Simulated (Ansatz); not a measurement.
A short molecular-dynamics run on `N[Si]N`.

```yaml
crystal:
  periodic: [false, false, false]
  atoms:
    - {symbol: N, position_ang: [-1.218366, 0.317985, -0.353355]}
    - {symbol: Si, position_ang: [-0.179970, -1.046295, -0.427165]}
    - {symbol: N, position_ang: [1.224757, -0.398304, 0.315683]}
    - {symbol: H, position_ang: [-2.153868, 0.263686, -0.720632]}
    - {symbol: H, position_ang: [-1.015868, 1.229536, 0.029693]}
    - {symbol: H, position_ang: [1.357754, 0.533141, 0.680891]}
    - {symbol: H, position_ang: [2.046861, -0.967749, 0.429186]}
basis:
  gaussian: {orbitals: def2-SVP}
hamiltonian: {xc: {name: revPBE}, dispersion: d3bj}
md: {timestep: 0.5 fs, n_steps: 20, ensemble: nve, temperature: 1000, initial_velocities: maxwell_boltzmann, seed: 199}
```

```sh
$ ansatz run in.yaml --threads 2 --pin off --events-out ev --progress --plain --max-ram 32768MiB --backend cpu
```

| step | time (fs) | potential energy (eV) | kinetic (eV) | T (K) | conserved (eV) |
| --- | --- | --- | --- | --- | --- |
| 0 | 0.0 | -10916.4118 | 0.6463 | 1000 | -10915.7655 |
| 1 | 0.5 | -10916.4102 | 0.6448 | 998 | -10915.7654 |
| 2 | 1.0 | -10916.3773 | 0.6126 | 948 | -10915.7647 |
| 3 | 1.5 | -10916.3243 | 0.5606 | 867 | -10915.7637 |
| 4 | 2.0 | -10916.2661 | 0.5032 | 779 | -10915.7629 |
| 5 | 2.5 | -10916.2154 | 0.4530 | 701 | -10915.7624 |
| 6 | 3.0 | -10916.1804 | 0.4182 | 647 | -10915.7622 |
| 7 | 3.5 | -10916.1644 | 0.4021 | 622 | -10915.7623 |
| 8 | 4.0 | -10916.1663 | 0.4036 | 625 | -10915.7626 |
| 9 | 4.5 | -10916.1806 | 0.4174 | 646 | -10915.7632 |
| 10 | 5.0 | -10916.1978 | 0.4338 | 671 | -10915.7640 |
| 11 | 5.5 | -10916.2060 | 0.4413 | 683 | -10915.7647 |
| 12 | 6.0 | -10916.1951 | 0.4301 | 666 | -10915.7649 |
| 13 | 6.5 | -10916.1632 | 0.3990 | 617 | -10915.7643 |
| 14 | 7.0 | -10916.1215 | 0.3586 | 555 | -10915.7629 |
| 15 | 7.5 | -10916.0904 | 0.3286 | 508 | -10915.7618 |
| 16 | 8.0 | -10916.0870 | 0.3253 | 503 | -10915.7617 |
| 17 | 8.5 | -10916.1122 | 0.3494 | 541 | -10915.7628 |
| 18 | 9.0 | -10916.1494 | 0.3852 | 596 | -10915.7642 |
| 19 | 9.5 | -10916.1768 | 0.4117 | 637 | -10915.7650 |
| 20 | 10.0 | -10916.1800 | 0.4149 | 642 | -10915.7651 |

Velocities are drawn at the set temperature; a run this short doesn't reach equilibrium.

Frames (Å, forces in eV/Å):

```xyz
7
time=0.0 fs
N    -1.218    0.318   -0.353   -0.027    0.067    0.013
Si   -0.180   -1.046   -0.427   -0.197   -1.083   -0.440
N     1.225   -0.398    0.316    0.048    0.045    0.033
H    -2.154    0.264   -0.721   -0.658   -0.005   -0.247
H    -1.016    1.230    0.030    0.103    0.679    0.268
H     1.358    0.533    0.681    0.142    0.667    0.278
H     2.047   -0.968    0.429    0.590   -0.371    0.095
7
time=0.5 fs
N    -1.219    0.318   -0.352   -0.918    0.296   -0.246
Si   -0.177   -1.046   -0.427   -0.391   -1.133   -0.492
N     1.222   -0.400    0.313    0.512   -0.407    0.057
H    -2.182    0.265   -0.715    0.337    0.012    0.104
H    -1.019    1.242    0.022    0.063    0.396    0.165
H     1.366    0.523    0.673    0.124    1.095    0.418
H     2.045   -0.972    0.466    0.273   -0.259   -0.006
7
time=1.0 fs
N    -1.220    0.319   -0.351   -1.640    0.567   -0.413
Si   -0.175   -1.045   -0.427   -0.589   -1.178   -0.542
N     1.220   -0.401    0.309    1.039   -0.786    0.168
H    -2.209    0.267   -0.709    1.171    0.020    0.369
H    -1.022    1.255    0.014    0.016    0.076    0.053
H     1.374    0.515    0.667    0.100    1.403    0.506
H     2.043   -0.977    0.503   -0.096   -0.101   -0.142
7
time=1.5 fs
N    -1.221    0.319   -0.350   -2.165    0.843   -0.498
Si   -0.172   -1.045   -0.427   -0.790   -1.214   -0.590
N     1.217   -0.402    0.306    1.583   -1.007    0.376
H    -2.234    0.269   -0.702    1.805    0.018    0.545
H    -1.026    1.269    0.007   -0.029   -0.247   -0.050
H     1.383    0.510    0.662    0.060    1.536    0.523
H     2.042   -0.983    0.539   -0.465    0.071   -0.306
7
time=2.0 fs
N    -1.223    0.320   -0.349   -2.497    1.090   -0.524
Si   -0.170   -1.045   -0.428   -0.991   -1.238   -0.633
N     1.215   -0.404    0.303    2.109   -1.025    0.670
H    -2.254    0.271   -0.694    2.240    0.008    0.641
H    -1.029    1.282   -0.001   -0.064   -0.539   -0.136
H     1.391    0.509    0.658   -0.006    1.474    0.464
H     2.039   -0.988    0.574   -0.792    0.230   -0.482
7
time=2.5 fs
N    -1.225    0.321   -0.348   -2.657    1.282   -0.509
Si   -0.167   -1.045   -0.428   -1.191   -1.246   -0.671
N     1.214   -0.406    0.301    2.588   -0.842    1.022
H    -2.269    0.272   -0.684    2.491   -0.010    0.669
H    -1.032    1.294   -0.009   -0.084   -0.779   -0.195
H     1.400    0.512    0.655   -0.098    1.237    0.340
H     2.034   -0.993    0.609   -1.049    0.358   -0.655
7
time=3.0 fs
N    -1.228    0.322   -0.347   -2.659    1.402   -0.468
Si   -0.165   -1.045   -0.428   -1.386   -1.236   -0.701
N     1.213   -0.408    0.298    2.995   -0.502    1.394
H    -2.277    0.274   -0.673    2.570   -0.034    0.640
H    -1.036    1.304   -0.017   -0.089   -0.950   -0.227
H     1.409    0.517    0.653   -0.210    0.876    0.172
H     2.027   -0.997    0.642   -1.222    0.444   -0.810
7
time=3.5 fs
N    -1.231    0.323   -0.346   -2.507    1.443   -0.406
Si   -0.163   -1.045   -0.429   -1.571   -1.207   -0.723
N     1.212   -0.410    0.295    3.308   -0.066    1.745
H    -2.280    0.276   -0.660    2.482   -0.064    0.562
H    -1.040    1.311   -0.026   -0.075   -1.046   -0.230
H     1.417    0.525    0.651   -0.330    0.456   -0.012
H     2.017   -0.999    0.673   -1.307    0.483   -0.936
7
time=4.0 fs
N    -1.234    0.325   -0.345   -2.194    1.401   -0.325
Si   -0.161   -1.045   -0.429   -1.743   -1.157   -0.733
N     1.212   -0.412    0.293    3.511    0.405    2.039
H    -2.277    0.277   -0.646    2.219   -0.100    0.436
H    -1.044    1.316   -0.036   -0.045   -1.060   -0.207
H     1.424    0.534    0.650   -0.445    0.037   -0.189
H     2.004   -1.001    0.701   -1.303    0.474   -1.021
7
time=4.5 fs
N    -1.238    0.326   -0.344   -1.705    1.278   -0.223
Si   -0.159   -1.045   -0.429   -1.897   -1.089   -0.733
N     1.212   -0.414    0.291    3.591    0.869    2.249
H    -2.268    0.279   -0.631    1.765   -0.145    0.264
H    -1.048    1.319   -0.046    0.003   -0.991   -0.159
H     1.430    0.543    0.647   -0.543   -0.337   -0.339
H     1.987   -1.002    0.728   -1.214    0.415   -1.058
7
time=5.0 fs
N    -1.242    0.328   -0.344   -1.024    1.081   -0.098
Si   -0.158   -1.046   -0.430   -2.029   -1.005   -0.721
N     1.213   -0.416    0.290    3.543    1.298    2.355
H    -2.255    0.280   -0.615    1.106   -0.200    0.047
H    -1.052    1.319   -0.056    0.065   -0.841   -0.090
H     1.435    0.551    0.645   -0.617   -0.638   -0.455
H     1.968   -1.001    0.751   -1.044    0.305   -1.038
7
time=5.5 fs
N    -1.246    0.331   -0.343   -0.153    0.821    0.048
Si   -0.156   -1.046   -0.431   -2.136   -0.909   -0.698
N     1.215   -0.418    0.289    3.368    1.676    2.347
H    -2.240    0.280   -0.599    0.243   -0.267   -0.208
H    -1.056    1.317   -0.067    0.141   -0.616   -0.004
H     1.438    0.557    0.641   -0.662   -0.852   -0.530
H     1.946   -1.000    0.773   -0.801    0.147   -0.956
7
time=6.0 fs
N    -1.251    0.333   -0.343    0.865    0.511    0.205
Si   -0.155   -1.047   -0.431   -2.218   -0.804   -0.664
N     1.217   -0.419    0.288    3.079    1.993    2.223
H    -2.224    0.280   -0.584   -0.777   -0.344   -0.483
H    -1.059    1.314   -0.077    0.225   -0.327    0.093
H     1.440    0.562    0.635   -0.676   -0.972   -0.564
H     1.923   -0.998    0.792   -0.499   -0.057   -0.810
7
time=6.5 fs
N    -1.255    0.335   -0.342    1.913    0.170    0.347
Si   -0.154   -1.047   -0.432   -2.272   -0.695   -0.622
N     1.220   -0.420    0.288    2.698    2.238    1.989
H    -2.210    0.279   -0.570   -1.832   -0.427   -0.745
H    -1.062    1.310   -0.088    0.310    0.005    0.192
H     1.440    0.564    0.629   -0.659   -0.998   -0.557
H     1.898   -0.997    0.809   -0.159   -0.293   -0.606
7
time=7.0 fs
N    -1.259    0.338   -0.341    2.799   -0.183    0.437
Si   -0.153   -1.048   -0.433   -2.299   -0.586   -0.572
N     1.224   -0.421    0.288    2.261    2.390    1.666
H    -2.200    0.277   -0.557   -2.724   -0.500   -0.946
H    -1.065    1.306   -0.097    0.389    0.348    0.285
H     1.438    0.564    0.621   -0.612   -0.927   -0.510
H     1.872   -0.996    0.824    0.187   -0.542   -0.360
7
time=7.5 fs
N    -1.262    0.340   -0.340    3.303   -0.528    0.440
Si   -0.152   -1.049   -0.434   -2.301   -0.480   -0.517
N     1.227   -0.421    0.288    1.810    2.419    1.286
H    -2.197    0.274   -0.547   -3.225   -0.544   -1.043
H    -1.066    1.302   -0.107    0.448    0.664    0.362
H     1.436    0.561    0.611   -0.536   -0.760   -0.426
H     1.848   -0.997    0.839    0.501   -0.772   -0.103
7
time=8.0 fs
N    -1.265    0.343   -0.339    3.285   -0.839    0.345
Si   -0.151   -1.050   -0.435   -2.280   -0.379   -0.458
N     1.231   -0.421    0.289    1.395    2.290    0.894
H    -2.201    0.269   -0.539   -3.184   -0.537   -1.012
H    -1.066    1.301   -0.115    0.478    0.909    0.412
H     1.431    0.557    0.601   -0.435   -0.500   -0.306
H     1.824   -0.999    0.853    0.740   -0.944    0.125
7
time=8.5 fs
N    -1.267    0.345   -0.339    2.768   -1.090    0.172
Si   -0.151   -1.051   -0.435   -2.239   -0.282   -0.396
N     1.236   -0.420    0.290    1.054    1.975    0.540
H    -2.213    0.264   -0.534   -2.614   -0.470   -0.870
H    -1.066    1.301   -0.122    0.470    1.042    0.430
H     1.426    0.552    0.590   -0.313   -0.156   -0.157
H     1.802   -1.004    0.868    0.874   -1.018    0.279
7
time=9.0 fs
N    -1.269    0.347   -0.338    1.923   -1.251   -0.031
Si   -0.151   -1.051   -0.436   -2.180   -0.191   -0.332
N     1.240   -0.419    0.291    0.808    1.473    0.265
H    -2.231    0.257   -0.531   -1.684   -0.350   -0.661
H    -1.064    1.304   -0.129    0.421    1.041    0.414
H     1.420    0.546    0.579   -0.178    0.249    0.015
H     1.783   -1.011    0.883    0.891   -0.970    0.330
7
time=9.5 fs
N    -1.270    0.348   -0.337    0.980   -1.303   -0.218
Si   -0.151   -1.052   -0.437   -2.108   -0.104   -0.267
N     1.244   -0.418    0.292    0.657    0.821    0.092
H    -2.254    0.249   -0.529   -0.624   -0.195   -0.436
H    -1.061    1.310   -0.134    0.333    0.903    0.368
H     1.414    0.541    0.568   -0.042    0.674    0.193
H     1.765   -1.020    0.900    0.805   -0.796    0.267
7
time=10.0 fs
N    -1.271    0.350   -0.336    0.119   -1.248   -0.361
Si   -0.151   -1.053   -0.438   -2.026   -0.019   -0.202
N     1.249   -0.417    0.293    0.582    0.100    0.024
H    -2.278    0.241   -0.529    0.378   -0.029   -0.232
H    -1.057    1.317   -0.139    0.215    0.651    0.300
H     1.407    0.537    0.557    0.082    1.063    0.362
H     1.749   -1.032    0.916    0.649   -0.519    0.108
```

Run time 18 s (2 threads of an AMD EPYC 7R13 on a shared host); peak host memory 0.33 GiB.
